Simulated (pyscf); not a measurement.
ZnH₂ (SMILES [ZnH2]) + NH₃ (SMILES N) -> H₂N–ZnH (SMILES [NH2][ZnH]) + H₂ (SMILES [H][H]) (four-centre exchange; singlet surface; H–Zn, H–N broken, N–Zn, H–H formed). PySCF, gas phase, ωB97X-D3(BJ)/def2-SVP geometries. Energies in kJ/mol from the separated reactants.

```tsv
level	barrier	reaction energy
ωB97X-D3(BJ)/def2-TZVP	101.9	-1.8
PBE/def2-TZVP	[?]	[?]
B3LYP-D3(BJ)/def2-TZVP	[?]	+0.4
PBE0-D3(BJ)/def2-TZVP	93.7	+3.7
M06-2X/def2-TZVP	89.7	-10.4
ωB97M-D3(BJ)/def2-TZVP	108.0	+5.2
```

Problem. Fill in the missing entries.

Solution. 
- PBE/def2-TZVP, barrier: 89.5
- PBE/def2-TZVP, reaction energy: +0.1
- B3LYP-D3(BJ)/def2-TZVP, barrier: 102.7

The functionals in the table span 18.6 kJ/mol in this barrier, from PBE to ωB97M-D3(BJ)/def2-TZVP. On the reactant side the descent ends in an adduct with a N–Zn contact, 55.0 kJ/mol under the separated species and 157.0 kJ/mol under the saddle at ωB97X-D3(BJ)/def2-TZVP. What is counted as formed (N–Zn) is already present as a longer contact in the reactant adduct; forming that adduct is a step of its own. At the saddle there is also a short H–Zn contact that neither side keeps. One saddle was located; it need not be the lowest between these sides. Elements up to Kr have no core potential and no relativistic terms here.
